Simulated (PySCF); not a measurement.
Compound: HCl.
Structure used (PBE0-D3(BJ)/def2-SVP), in Å, numbered top down from 1:
```xyz
2
HCl angstrom
Cl    -0.5827   -0.2558    0.0628
H      0.6003    0.2270   -0.0749
```

Level of theory: PBE0-D3(BJ)/def2-SVP geometry optimisation, gas phase in PySCF.

Take the most abundant isotopes and a rigid rotor. 

(1) What are the moment of inertia and the rotational constant?

(2) List the first levels of a rigid rotor in a Σ state.

(3) Where do the first rotational lines fall?

(4) Estimate the classical rotational partition function at 100 K.

## Answers

(1) I = 1.618 u·Å², B = 505379 MHz·u·Å²/I = 312339 MHz (10.4185 cm⁻¹, or 14.990 K as hB/k). For two atoms I = μr² with μ = 0.9796 u and r = 1.2852 Å.

(2) E(J) = BJ(J+1): J = 1: 20.837, J = 2: 62.511, J = 3: 125.022, J = 4: 208.370, J = 5: 312.555, J = 6: 437.577 cm⁻¹.

(3) The dipole is 1.38 D; J+1 ← J lies at 2B(J+1): 1 ← 0 at 624.68 GHz, 2 ← 1 at 1249.35 GHz, 3 ← 2 at 1874.03 GHz, 4 ← 3 at 2498.71 GHz, 5 ← 4 at 3123.39 GHz, 6 ← 5 at 3748.06 GHz.

(4) Point group C∞v, symmetry number σ = 1; q = kT/(σhB), k/h = 20836.6 MHz/K: 6.7 at 100 K.

PBE0-D3(BJ)/def2-SVP frequencies: not computed here. Zero-point vibration and centrifugal distortion are left out.
